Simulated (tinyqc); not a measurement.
RKS/PBE in the sto-3g basis, for H2O, spin multiplicity 1, step by step (part 1 of 2). Computed by tinyqc, a small Python program that keeps every step (integrals from PySCF). Settings: charge = 0, multiplicity = 1, basis = sto-3g, energy threshold = 1e-09, iteration cap = 88, orthogonalisation = canonical, start = atomic densities, DIIS depth = 8, method = RKS, functional = pbe,pbe, grid = [20, 50]. Command: `OMP_NUM_THREADS=1 python tinyqc.py 31744 31745 out.jsonl` (the two numbers bound the seeds that draw the settings). One thread of a shared host (Intel(R) Xeon(R) Processor @ 2.60GHz), about 0.5 s of CPU time with the checks. Later iterations appear only in the table of the cycle.

## One-electron integrals

Geometry (angstrom):
```
atom,x,y,z
O,0.000000,0.000000,0.000000
H,0.000000,0.899000,0.603000
H,0.000000,-0.899000,0.603000
```

Basis sto-3g: exponents (1/bohr^2) and contraction coefficients of normalised primitives:
```
element,l (shell),exponent,coefficient
O,s (1),130.709320,0.154329
O,s (1),23.808861,0.535328
O,s (1),6.443608,0.444635
O,s (2),5.033151,-0.099967
O,s (2),1.169596,0.399513
O,s (2),0.380389,0.700115
O,p (3),5.033151,0.155916
O,p (3),1.169596,0.607684
O,p (3),0.380389,0.391957
H,s (1),3.425251,0.154329
H,s (1),0.623914,0.535328
H,s (1),0.168855,0.444635
```

Overlap, kinetic and nuclear-attraction integrals over the contracted functions; the nuclear repulsion is the sum of Za Zb / Rab.

nuclear repulsion = 8.11585877 hartree

overlap S, lower triangle:
```
,1O 1s,1O 2s,1O 2px,1O 2py,1O 2pz,2H 1s,3H 1s
1O 1s,1.000000
1O 2s,0.236704,1.000000
1O 2px,0.000000,0.000000,1.000000
1O 2py,0.000000,0.000000,0.000000,1.000000
1O 2pz,0.000000,0.000000,0.000000,0.000000,1.000000
2H 1s,0.040040,0.396427,0.000000,0.288461,0.193484,1.000000
3H 1s,0.040040,0.396427,0.000000,-0.288461,0.193484,0.164602,1.000000
```

kinetic energy T (hartree), lower triangle:
```
,1O 1s,1O 2s,1O 2px,1O 2py,1O 2pz,2H 1s,3H 1s
1O 1s,29.003200
1O 2s,-0.168011,0.808128
1O 2px,0.000000,0.000000,2.528731
1O 2py,0.000000,0.000000,0.000000,2.528731
1O 2pz,0.000000,0.000000,0.000000,0.000000,2.528731
2H 1s,-0.008088,0.076563,0.000000,0.163823,0.109883,0.760032
3H 1s,-0.008088,0.076563,0.000000,-0.163823,0.109883,-0.006115,0.760032
```

nuclear attraction V (hartree), lower triangle:
```
,1O 1s,1O 2s,1O 2px,1O 2py,1O 2pz,2H 1s,3H 1s
1O 1s,-61.596148
1O 2s,-7.414503,-10.023901
1O 2px,0.000000,0.000000,-9.888247
1O 2py,0.000000,0.000000,0.000000,-10.017322
1O 2pz,-0.013523,-0.164707,0.000000,0.000000,-9.946317
2H 1s,-1.285236,-3.071016,0.000000,-1.972768,-1.365686,-5.344526
3H 1s,-1.285236,-3.071016,0.000000,1.972768,-1.365686,-0.992074,-5.344526
```

core Hamiltonian H = T + V (hartree), lower triangle:
```
,1O 1s,1O 2s,1O 2px,1O 2py,1O 2pz,2H 1s,3H 1s
1O 1s,-32.592948
1O 2s,-7.582514,-9.215773
1O 2px,0.000000,0.000000,-7.359515
1O 2py,0.000000,0.000000,0.000000,-7.488591
1O 2pz,-0.013523,-0.164707,0.000000,0.000000,-7.417586
2H 1s,-1.293324,-2.994454,0.000000,-1.808945,-1.255802,-4.584494
3H 1s,-1.293324,-2.994454,0.000000,1.808945,-1.255802,-0.998188,-4.584494
```

## Two-electron integrals

Functions are numbered as in S; the eight-fold symmetry (ij|kl) = (ji|kl) = (kl|ij) leaves the list below.

Two-electron integrals (ij|kl) in chemists' order, unique and non-zero (hartree):
```
i,j,k,l,(ij|kl)
1,1,1,1,4.785065
2,1,1,1,0.741380
2,1,2,1,0.136873
2,2,1,1,1.118947
2,2,2,1,0.256633
2,2,2,2,0.817206
3,1,3,1,0.024477
3,2,3,1,0.037809
3,2,3,2,0.180518
3,3,1,1,1.115814
3,3,2,1,0.256684
3,3,2,2,0.817023
3,3,3,3,0.880159
4,1,4,1,0.024477
4,2,4,1,0.037809
4,2,4,2,0.180518
4,3,4,3,0.047444
4,4,1,1,1.115814
4,4,2,1,0.256684
4,4,2,2,0.817023
4,4,3,3,0.785270
4,4,4,4,0.880159
5,1,5,1,0.024477
5,2,5,1,0.037809
5,2,5,2,0.180518
5,3,5,3,0.047444
5,4,5,4,0.047444
5,5,1,1,1.115814
5,5,2,1,0.256684
5,5,2,2,0.817023
5,5,3,3,0.785270
5,5,4,4,0.785270
5,5,5,5,0.880159
6,1,1,1,0.127015
6,1,2,1,0.023265
6,1,2,2,0.043385
6,1,3,3,0.043300
6,1,4,1,0.000889
6,1,4,2,0.001671
6,1,4,4,0.043480
6,1,5,1,0.000596
6,1,5,2,0.001121
6,1,5,4,0.000121
6,1,5,5,0.043381
6,1,6,1,0.004006
6,2,1,1,0.323440
6,2,2,1,0.075175
6,2,2,2,0.266791
6,2,3,3,0.262145
6,2,4,1,0.004696
6,2,4,2,0.036576
6,2,4,4,0.271578
6,2,5,1,0.003150
6,2,5,2,0.024533
6,2,5,4,0.006327
6,2,5,5,0.266389
6,2,6,1,0.013043
6,2,6,2,0.109795
6,3,3,1,0.007688
6,3,3,2,0.045400
6,3,4,3,0.007507
6,3,5,3,0.005035
6,3,6,3,0.015267
6,4,1,1,0.198553
6,4,2,1,0.046727
6,4,2,2,0.177041
6,4,3,3,0.169094
6,4,4,1,0.010237
6,4,4,2,0.068252
6,4,4,4,0.190056
6,4,5,1,0.001709
6,4,5,2,0.015328
6,4,5,4,0.009025
6,4,5,5,0.171771
6,4,6,1,0.008448
6,4,6,2,0.088529
6,4,6,4,0.085821
6,5,1,1,0.133178
6,5,2,1,0.031342
6,5,2,2,0.118749
6,5,3,3,0.113419
6,5,4,1,0.001709
6,5,4,2,0.015328
6,5,4,4,0.117409
6,5,5,1,0.008835
6,5,5,2,0.055681
6,5,5,4,0.010183
6,5,5,5,0.125284
6,5,6,1,0.005667
6,5,6,2,0.059380
6,5,6,4,0.047324
6,5,6,5,0.047010
6,6,1,1,0.477581
6,6,2,1,0.112795
6,6,2,2,0.460313
6,6,3,3,0.442066
6,6,4,1,0.008761
6,6,4,2,0.095252
6,6,4,4,0.479423
6,6,5,1,0.005876
6,6,5,2,0.063890
6,6,5,4,0.025057
6,6,5,5,0.458873
6,6,6,1,0.019721
6,6,6,2,0.243433
6,6,6,4,0.223979
6,6,6,5,0.150233
6,6,6,6,0.774606
7,1,1,1,0.127015
7,1,2,1,0.023265
7,1,2,2,0.043385
7,1,3,3,0.043300
7,1,4,1,-0.000889
7,1,4,2,-0.001671
7,1,4,4,0.043480
7,1,5,1,0.000596
7,1,5,2,0.001121
7,1,5,4,-0.000121
7,1,5,5,0.043381
7,1,6,1,0.003937
7,1,6,2,0.012588
7,1,6,4,0.007489
7,1,6,5,0.005475
7,1,6,6,0.018840
7,1,7,1,0.004006
7,2,1,1,0.323440
7,2,2,1,0.075175
7,2,2,2,0.266791
7,2,3,3,0.262145
7,2,4,1,-0.004696
7,2,4,2,-0.036576
7,2,4,4,0.271578
7,2,5,1,0.003150
7,2,5,2,0.024533
7,2,5,4,-0.006327
7,2,5,5,0.266389
7,2,6,1,0.012588
7,2,6,2,0.086189
7,2,6,4,0.048430
7,2,6,5,0.045208
7,2,6,6,0.153216
7,2,7,1,0.013043
7,2,7,2,0.109795
7,3,3,1,0.007688
7,3,3,2,0.045400
7,3,4,3,-0.007507
7,3,5,3,0.005035
7,3,6,3,0.011498
7,3,7,3,0.015267
7,4,1,1,-0.198553
7,4,2,1,-0.046727
7,4,2,2,-0.177041
7,4,3,3,-0.169094
7,4,4,1,0.010237
7,4,4,2,0.068252
7,4,4,4,-0.190056
7,4,5,1,-0.001709
7,4,5,2,-0.015328
7,4,5,4,0.009025
7,4,5,5,-0.171771
7,4,6,1,-0.007489
7,4,6,2,-0.048430
7,4,6,4,-0.016275
7,4,6,5,-0.024898
7,4,6,6,-0.078423
7,4,7,1,-0.008448
7,4,7,2,-0.088529
7,4,7,4,0.085821
7,5,1,1,0.133178
7,5,2,1,0.031342
7,5,2,2,0.118749
7,5,3,3,0.113419
7,5,4,1,-0.001709
7,5,4,2,-0.015328
7,5,4,4,0.117409
7,5,5,1,0.008835
7,5,5,2,0.055681
7,5,5,4,-0.010183
7,5,5,5,0.125284
7,5,6,1,0.005475
7,5,6,2,0.045208
7,5,6,4,0.024898
7,5,6,5,0.034853
7,5,6,6,0.087463
7,5,7,1,0.005667
7,5,7,2,0.059380
7,5,7,4,-0.047324
7,5,7,5,0.047010
7,6,1,1,0.099532
7,6,2,1,0.023332
7,6,2,2,0.089492
7,6,3,3,0.087540
7,6,4,4,0.089544
7,6,5,1,0.001554
7,6,5,2,0.014288
7,6,5,5,0.091293
7,6,6,1,0.003996
7,6,6,2,0.035830
7,6,6,4,0.025157
7,6,6,5,0.021809
7,6,6,6,0.081316
7,6,7,1,0.003996
7,6,7,2,0.035830
7,6,7,4,-0.025157
7,6,7,5,0.021809
7,6,7,6,0.014470
7,7,1,1,0.477581
7,7,2,1,0.112795
7,7,2,2,0.460313
7,7,3,3,0.442066
7,7,4,1,-0.008761
7,7,4,2,-0.095252
7,7,4,4,0.479423
7,7,5,1,0.005876
7,7,5,2,0.063890
7,7,5,4,-0.025057
7,7,5,5,0.458873
7,7,6,1,0.018840
7,7,6,2,0.153216
7,7,6,4,0.078423
7,7,6,5,0.087463
7,7,6,6,0.292238
7,7,7,1,0.019721
7,7,7,2,0.243433
7,7,7,4,-0.223979
7,7,7,5,0.150233
7,7,7,6,0.081316
7,7,7,7,0.774606
```

## Orthogonalisation

S = U s U^T; canonical form X = U s^(-1/2), so that X^T S X = 1. Each column of U has its largest component positive (the first on a tie).

eigenvalues of S: 0.424713  0.501534  0.892811  1.000000  1.089838  1.333864  1.757240

X:
```
,1,2,3,4,5,6,7
1O 1s,-0.345052,0.000000,0.736343,0.000000,-0.610848,0.000000,0.182760
1O 2s,1.065265,0.000000,-0.271491,0.000000,-0.282701,0.000000,0.455838
1O 2px,0.000000,0.000000,0.000000,1.000000,0.000000,0.000000,0.000000
1O 2py,0.000000,0.894307,0.000000,0.000000,0.000000,0.670061,0.000000
1O 2pz,0.450630,0.000000,0.661119,0.000000,0.647543,0.000000,0.194598
2H 1s,-0.669930,-0.772689,-0.183128,0.000000,0.150334,0.387763,0.380799
3H 1s,-0.669930,0.772689,-0.183128,0.000000,0.150334,-0.387763,0.380799
```

## Starting guess

The start is atomic minimal-basis densities projected into this basis (PySCF's MINAO start) and scaled to the electron count of each spin; this density is not idempotent, so its energy is not variational and may lie below the converged one.

D at the start, lower triangle:
```
,1O 1s,1O 2s,1O 2px,1O 2py,1O 2pz,2H 1s,3H 1s
1O 1s,2.143480
1O 2s,-0.490577,2.088526
1O 2px,0.000000,0.000000,1.308100
1O 2py,0.000000,0.000000,0.000000,1.166356
1O 2pz,0.014302,-0.072863,0.000000,0.000000,1.252031
2H 1s,-0.016558,0.053056,0.000000,0.119668,0.060129,0.995162
3H 1s,-0.016558,0.053056,0.000000,-0.119668,0.060129,0.052647,0.995162
```

## Iteration 1: exchange-correlation on the grid

Becke grid with 20 radial and 50 angular points per atom, points of zero weight dropped. rho = sum D_ij phi_i phi_j; V_xc,ij = sum w v_xc phi_i phi_j plus the gradient terms; v_xc is d(rho eps)/d rho at fixed gradient.

The 12 grid points with the largest w rho, of 2994 (bohr, atomic units):
```
x,y,z,w,rho,|grad rho|^2,eps_xc,v_xc
-0.738980,0.000000,-0.738980,0.094697,0.375968,0.862749,-0.605999,-0.757625
0.738980,0.000000,-0.738980,0.094697,0.375968,0.862749,-0.605999,-0.757625
0.738980,0.000000,0.738980,0.093901,0.373628,0.789457,-0.603793,-0.758323
-0.738980,0.000000,0.738980,0.093901,0.373628,0.789457,-0.603793,-0.758323
0.000000,0.738980,-0.738980,0.094539,0.367294,0.813264,-0.601602,-0.752113
0.000000,-0.738980,-0.738980,0.094539,0.367294,0.813264,-0.601602,-0.752113
-0.738980,-0.738980,0.000000,0.092056,0.375502,0.789139,-0.604563,-0.759885
-0.738980,0.738980,0.000000,0.092056,0.375502,0.789139,-0.604563,-0.759885
0.738980,0.738980,0.000000,0.092056,0.375502,0.789139,-0.604563,-0.759885
0.738980,-0.738980,0.000000,0.092056,0.375502,0.789139,-0.604563,-0.759885
0.603375,-0.603375,-0.603375,0.088379,0.370869,0.830130,-0.603364,-0.754517
0.603375,0.603375,-0.603375,0.088379,0.370869,0.830130,-0.603364,-0.754517
```

electrons on the grid, sum of w rho = 9.999939

E_xc = sum of w rho eps_xc = -9.24902663 hartree

V_xc (hartree), lower triangle:
```
,1O 1s,1O 2s,1O 2px,1O 2py,1O 2pz,2H 1s,3H 1s
1O 1s,-3.095804
1O 2s,-0.417906,-0.783714
1O 2px,0.000000,0.000000,-0.770682
1O 2py,0.000000,0.000000,0.000000,-0.784162
1O 2pz,0.000357,-0.009678,0.000000,0.000000,-0.776303
2H 1s,-0.072285,-0.251395,0.000000,-0.170777,-0.117537,-0.487451
3H 1s,-0.072285,-0.251395,0.000000,0.170777,-0.117537,-0.079968,-0.487451
```

## Iteration 1: building the Kohn-Sham matrix

J_ij = sum D_kl (ij|kl); F = H + J + V_xc; E = tr D H + tr D J / 2 + E_xc + E_nn.

Coulomb J (hartree), lower triangle:
```
,1O 1s,1O 2s,1O 2px,1O 2py,1O 2pz,2H 1s,3H 1s
1O 1s,17.172622
1O 2s,3.218628,7.990671
1O 2px,0.000000,0.000000,7.946732
1O 2py,0.000000,0.000000,0.000000,8.020829
1O 2pz,0.010622,0.129303,0.000000,0.000000,7.980288
2H 1s,0.547966,2.630246,0.000000,1.755958,1.213728,4.789234
3H 1s,0.547966,2.630246,0.000000,-1.755958,1.213728,0.896570,4.789234
```

Kohn-Sham matrix F (hartree), lower triangle:
```
,1O 1s,1O 2s,1O 2px,1O 2py,1O 2pz,2H 1s,3H 1s
1O 1s,-18.516129
1O 2s,-4.781792,-2.008816
1O 2px,0.000000,0.000000,-0.183465
1O 2py,0.000000,0.000000,0.000000,-0.251923
1O 2pz,-0.002544,-0.045082,0.000000,0.000000,-0.213601
2H 1s,-0.817643,-0.615602,0.000000,-0.223764,-0.159610,-0.282711
3H 1s,-0.817643,-0.615602,0.000000,0.223764,-0.159610,-0.181586,-0.282711
```

total energy of this density = -75.70349095 hartree

This density is the starting one; it is not idempotent, so its energy is not variational and may lie below the converged one.

## Iteration 1: diagonalisation and new density

Diagonalise F' = X^T F X, C = X C', fill 5 alpha and 5 beta electrons from the bottom; D = 2 C_occ C_occ^T. Each column has its largest component positive (the first on a tie).

F' = X^T F X (hartree), lower triangle:
```
,1,2,3,4,5,6,7
1,-0.277436
2,0.000000,0.296265
3,1.769972,0.000000,-7.990562
4,0.000000,0.000000,0.000000,-0.183465
5,-1.543396,0.000000,7.955614,0.000000,-8.470258
6,0.000000,-0.013850,0.000000,0.000000,0.000000,-0.376077
7,0.491352,0.000000,-3.828277,0.000000,4.109190,0.000000,-2.685883
```

orbital energies (hartree): MO1 -18.526686, MO2 -0.844299, MO3 -0.376362, MO4 -0.262637, MO5 -0.183465, MO6 0.209482, MO7 0.296550

coefficients C:
```
,MO1,MO2,MO3,MO4,MO5,MO6,MO7
1O 1s,0.993385,-0.247346,0.000000,0.073230,0.000000,0.120175,0.000000
1O 2s,0.028725,0.912863,0.000000,-0.373878,0.000000,-0.722686,0.000000
1O 2px,0.000000,0.000000,0.000000,0.000000,1.000000,0.000000,0.000000
1O 2py,0.000000,0.000000,0.688330,0.000000,0.000000,0.000000,0.880323
1O 2pz,0.002447,0.062827,0.000000,0.830397,0.000000,-0.635464,0.000000
2H 1s,-0.005984,0.120059,0.371773,0.263746,0.000000,0.752289,-0.780508
3H 1s,-0.005984,0.120059,-0.371773,0.263746,0.000000,0.752289,0.780508
```

D after iteration 1, lower triangle:
```
,1O 1s,1O 2s,1O 2px,1O 2py,1O 2pz,2H 1s,3H 1s
1O 1s,2.106711
1O 2s,-0.449275,1.947858
1O 2px,0.000000,0.000000,2.000000
1O 2py,0.000000,0.000000,0.000000,0.947597
1O 2pz,0.095401,-0.506088,0.000000,0.000000,1.387025
2H 1s,-0.032654,0.021634,0.000000,0.511805,0.453084,0.444455
3H 1s,-0.032654,0.021634,0.000000,-0.511805,0.453084,-0.108407,0.444455
```

## Iteration 2: exchange-correlation on the grid

As before.

The 12 grid points with the largest w rho, of 2994 (bohr, atomic units):
```
x,y,z,w,rho,|grad rho|^2,eps_xc,v_xc
0.738980,0.000000,-0.738980,0.094697,0.492555,1.485081,-0.657285,-0.828955
-0.738980,0.000000,-0.738980,0.094697,0.492555,1.485081,-0.657285,-0.828955
-0.945307,0.315102,-0.315102,0.084578,0.487934,1.436436,-0.655226,-0.826780
0.945307,0.315102,-0.315102,0.084578,0.487934,1.436436,-0.655226,-0.826780
-0.945307,-0.315102,-0.315102,0.084578,0.487934,1.436436,-0.655226,-0.826780
0.945307,-0.315102,-0.315102,0.084578,0.487934,1.436436,-0.655226,-0.826780
0.603375,0.603375,-0.603375,0.088379,0.441501,1.202911,-0.636078,-0.799052
-0.603375,0.603375,-0.603375,0.088379,0.441501,1.202911,-0.636078,-0.799052
-0.603375,-0.603375,-0.603375,0.088379,0.441501,1.202911,-0.636078,-0.799052
0.603375,-0.603375,-0.603375,0.088379,0.441501,1.202911,-0.636078,-0.799052
-0.315102,-0.315102,-0.945307,0.084621,0.458621,1.306182,-0.643488,-0.809063
0.315102,-0.315102,-0.945307,0.084621,0.458621,1.306182,-0.643488,-0.809063
```

electrons on the grid, sum of w rho = 10.000047

E_xc = sum of w rho eps_xc = -9.40751800 hartree

V_xc (hartree), lower triangle:
```
,1O 1s,1O 2s,1O 2px,1O 2py,1O 2pz,2H 1s,3H 1s
1O 1s,-3.086282
1O 2s,-0.420405,-0.804855
1O 2px,0.000000,0.000000,-0.811463
1O 2py,0.000000,0.000000,0.000000,-0.788393
1O 2pz,0.003044,0.008828,0.000000,0.000000,-0.795600
2H 1s,-0.072526,-0.251001,0.000000,-0.166117,-0.111662,-0.445154
3H 1s,-0.072526,-0.251001,0.000000,0.166117,-0.111662,-0.077805,-0.445154
```

## Iteration 2: building the Kohn-Sham matrix

As before.

Coulomb J (hartree), lower triangle:
```
,1O 1s,1O 2s,1O 2px,1O 2py,1O 2pz,2H 1s,3H 1s
1O 1s,17.492955
1O 2s,3.302534,8.244836
1O 2px,0.000000,0.000000,8.247859
1O 2py,0.000000,0.000000,0.000000,8.231708
1O 2pz,-0.009006,0.012461,0.000000,0.000000,8.231160
2H 1s,0.561410,2.670707,0.000000,1.766291,1.193729,4.708861
3H 1s,0.561410,2.670707,0.000000,-1.766291,1.193729,0.898182,4.708861
```

Kohn-Sham matrix F (hartree), lower triangle:
```
,1O 1s,1O 2s,1O 2px,1O 2py,1O 2pz,2H 1s,3H 1s
1O 1s,-18.186275
1O 2s,-4.700385,-1.775792
1O 2px,0.000000,0.000000,0.076880
1O 2py,0.000000,0.000000,0.000000,-0.045276
1O 2pz,-0.019484,-0.143419,0.000000,0.000000,0.017973
2H 1s,-0.804440,-0.574748,0.000000,-0.208771,-0.173735,-0.320787
3H 1s,-0.804440,-0.574748,0.000000,0.208771,-0.173735,-0.177812,-0.320787
```

total energy of this density = -75.17518159 hartree

## Iteration 2: DIIS over 2 matrices

error matrix X^T (FDS - SDF) X:
```
,1,2,3,4,5,6,7
1,0.000000,0.000000,0.037451,0.000000,0.131101,0.000000,0.132887
2,0.000000,0.000000,0.000000,0.000000,0.000000,0.286419,0.000000
3,-0.037451,0.000000,0.000000,0.000000,0.051304,0.000000,0.064956
4,0.000000,0.000000,0.000000,0.000000,0.000000,0.000000,0.000000
5,-0.131101,0.000000,-0.051304,0.000000,0.000000,0.000000,0.045344
6,0.000000,-0.286419,0.000000,0.000000,0.000000,0.000000,0.000000
7,-0.132887,0.000000,-0.064956,0.000000,-0.045344,0.000000,0.000000
```

B (overlaps of the stored error matrices):
```
,1,2
1,4.8358885e+00,-4.3515654e-03
2,-4.3515654e-03,2.5438451e-01
```

Minimise |sum c_i e_i|^2 with sum c_i = 1: solve [B -1; -1 0][c; lambda] = [0; -1] with B_ij = tr e_i^T e_j, and take F = sum c_i F_i.

DIIS coefficients: 0.050743  0.949257

extrapolated F (hartree), lower triangle:
```
,1O 1s,1O 2s,1O 2px,1O 2py,1O 2pz,2H 1s,3H 1s
1O 1s,-18.203013
1O 2s,-4.704516,-1.787617
1O 2px,0.000000,0.000000,0.063669
1O 2py,0.000000,0.000000,0.000000,-0.055762
1O 2pz,-0.018625,-0.138429,0.000000,0.000000,0.006223
2H 1s,-0.805110,-0.576821,0.000000,-0.209532,-0.173019,-0.318855
3H 1s,-0.805110,-0.576821,0.000000,0.209532,-0.173019,-0.178004,-0.318855
```

## Iteration 2: diagonalisation and new density

As before.

F' = X^T F X (hartree), lower triangle:
```
,1,2,3,4,5,6,7
1,-0.198084
2,0.000000,0.366375
3,1.698095,0.000000,-7.716188
4,0.000000,0.000000,0.000000,0.063669
5,-1.514651,0.000000,7.964010,0.000000,-8.187873
6,0.000000,0.122636,0.000000,0.000000,0.000000,-0.285159
7,0.579337,0.000000,-3.800135,0.000000,4.006208,0.000000,-2.608968
```

orbital energies (hartree): MO1 -18.213541, MO2 -0.695830, MO3 -0.307478, MO4 -0.057217, MO5 0.063669, MO6 0.255474, MO7 0.388694

coefficients C:
```
,MO1,MO2,MO3,MO4,MO5,MO6,MO7
1O 1s,0.993380,-0.220772,0.000000,-0.147893,0.000000,-0.101890,0.000000
1O 2s,0.028804,0.775874,0.000000,0.717592,0.000000,0.615187,0.000000
1O 2px,0.000000,0.000000,0.000000,0.000000,1.000000,0.000000,0.000000
1O 2py,0.000000,0.000000,0.499106,0.000000,0.000000,0.000000,0.999830
1O 2pz,0.003503,0.171018,0.000000,-0.611779,0.000000,0.832943,0.000000
2H 1s,-0.006168,0.218459,0.519848,-0.418010,0.000000,-0.653801,-0.690773
3H 1s,-0.006168,0.218459,-0.519848,-0.418010,0.000000,-0.653801,0.690773
```

D after iteration 2, lower triangle:
```
,1O 1s,1O 2s,1O 2px,1O 2py,1O 2pz,2H 1s,3H 1s
1O 1s,2.114832
1O 2s,-0.497610,2.235498
1O 2px,0.000000,0.000000,2.000000
1O 2py,0.000000,0.000000,0.000000,0.498213
1O 2pz,0.112404,-0.612438,0.000000,0.000000,0.807066
2H 1s,0.014928,-0.261283,0.000000,0.518918,0.586137,0.985473
3H 1s,0.014928,-0.261283,0.000000,-0.518918,0.586137,-0.095493,0.985473
```

## Iteration 7 (converged): orbitals

converged F (hartree), lower triangle:
```
,1O 1s,1O 2s,1O 2px,1O 2py,1O 2pz,2H 1s,3H 1s
1O 1s,-18.443654
1O 2s,-4.756528,-1.910263
1O 2px,0.000000,0.000000,-0.057568
1O 2py,0.000000,0.000000,0.000000,-0.176631
1O 2pz,-0.018888,-0.126990,0.000000,0.000000,-0.119480
2H 1s,-0.813910,-0.604763,0.000000,-0.223508,-0.178883,-0.319871
3H 1s,-0.813910,-0.604763,0.000000,0.223508,-0.178883,-0.183364,-0.319871
```

As before.

F' = X^T F X (hartree), lower triangle:
```
,1,2,3,4,5,6,7
1,-0.269154
2,0.000000,0.313527
3,1.731122,0.000000,-7.892611
4,0.000000,0.000000,0.000000,-0.057568
5,-1.550026,0.000000,8.003102,0.000000,-8.356707
6,0.000000,0.052383,0.000000,0.000000,0.000000,-0.352646
7,0.528339,0.000000,-3.841165,0.000000,4.054786,0.000000,-2.679344
```

orbital energies (hartree): MO1 -18.453854, MO2 -0.787120, MO3 -0.356740, MO4 -0.154452, MO5 -0.057568, MO6 0.197609, MO7 0.317620

coefficients C:
```
,MO1,MO2,MO3,MO4,MO5,MO6,MO7
1O 1s,0.993511,-0.232881,0.000000,0.118023,0.000000,-0.112120,0.000000
1O 2s,0.028255,0.842099,0.000000,-0.570773,0.000000,0.678597,0.000000
1O 2px,0.000000,0.000000,0.000000,0.000000,1.000000,0.000000,0.000000
1O 2py,0.000000,0.000000,0.598345,0.000000,0.000000,0.000000,0.943796
1O 2pz,0.003454,0.166826,0.000000,0.741769,0.000000,0.720599,0.000000
2H 1s,-0.006042,0.166252,0.446788,0.322801,0.000000,-0.719774,-0.740128
3H 1s,-0.006042,0.166252,-0.446788,0.322801,0.000000,-0.719774,0.740128
```

D after iteration 7, lower triangle:
```
,1O 1s,1O 2s,1O 2px,1O 2py,1O 2pz,2H 1s,3H 1s
1O 1s,2.110453
1O 2s,-0.470804,2.071421
1O 2px,0.000000,0.000000,2.000000
1O 2py,0.000000,0.000000,0.000000,0.716033
1O 2pz,0.104255,-0.565599,0.000000,0.000000,1.156128
2H 1s,-0.013243,-0.088831,0.000000,0.534666,0.534316,0.662992
3H 1s,-0.013243,-0.088831,0.000000,-0.534666,0.534316,-0.135485,0.662992
```
